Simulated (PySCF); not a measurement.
Species: C3H5 (charge -1, singlet). It need not be the lowest isomer of its formula. Whether it binds its extra electron was not tested at this geometry. 
Coordinates optimised at B3LYP-D3(BJ)/def2-TZVP (Ansatz):
SMILES: [CH-]=CC
```xyz
8

C      1.3776     0.0184     0.0113
C      0.1027     0.4466    -0.0023
H      2.0569     0.9028     0.0108
H     -0.2163     1.5110    -0.0123
C     -1.0878    -0.4938    -0.0056
H     -0.7212    -1.5250     0.0046
H     -1.7446    -0.3520     0.8688
H     -1.7299    -0.3642    -0.8927
```
Charge -1, spin multiplicity 1.

Dispersion corrections to the total energy (kcal/mol) from the dftd3 and dftd4 libraries through PySCF: D3(BJ) without and D4 with the three-body term, each with the damping fitted for the functional named.

```json
[
 {"functional": "BHLYP", "D3(BJ)": "-3.31", "D4": "-3.23"},
 {"functional": "HF", "D3(BJ)": "-23.71", "D4": "…"},
 {"functional": "B3LYP", "D3(BJ)": "…", "D4": "-4.85"},
 {"functional": "TPSSh", "D3(BJ)": "-2.88", "D4": "-3.73"},
 {"functional": "PBE0", "D3(BJ)": "-2.16", "D4": "-2.50"},
 {"functional": "r2SCAN", "D3(BJ)": "-0.68", "D4": "-0.74"},
 {"functional": "TPSS", "D3(BJ)": "…", "D4": "-4.13"}
]
```

Q: What belongs in the gaps?

A: 
- HF, D4: -12.54
- B3LYP, D3(BJ): -4.39
- TPSS, D3(BJ): -3.20
